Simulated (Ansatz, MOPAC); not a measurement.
Species: AlF₃, charge 0, multiplicity 1. SMILES: [F][Al]([F])[F]

Atoms: Al1, F2, F3, F4. Bonds: Al1-F2, Al1-F3, Al1-F4.

Bond lengths (Å) and angles (degrees) optimised at AM1 with MOPAC; PM3 with MOPAC; PM6 with MOPAC; MNDO with MOPAC; PBE/6-31G* with Ansatz (a first-principles code); B3LYP/LANL2DZ with Ansatz, each started from the B3LYP-D3(BJ)/def2-TZVP structure (Ansatz) of the last column. A row stands for all coordinates that are equal there. 6-31G* holds six Cartesian d functions. No wavenumbers were computed at MNDO, PBE/6-31G*, B3LYP/LANL2DZ, so these may be saddle points.

| coordinate | AM1 | PM3 | PM6 | MNDO | PBE/6-31G* | B3LYP/LANL2DZ | B3LYP-D3(BJ)/def2-TZVP |
|---|---|---|---|---|---|---|---|
| Al1-F2 | 1.580 | 1.644 | 1.615 | 1.592 | 1.652 | 1.688 | 1.634 |
| F2-Al1-F3 | 120.0 | 120.0 | 120.0 | 120.0 | 120.0 | 120.0 | 120.0 |

Mean signed difference of all 3 bond lengths from B3LYP-D3(BJ)/def2-TZVP: AM1 -0.054 Å, PM3 0.010 Å, PM6 -0.019 Å, MNDO -0.042 Å, PBE/6-31G* 0.018 Å, B3LYP/LANL2DZ 0.054 Å.
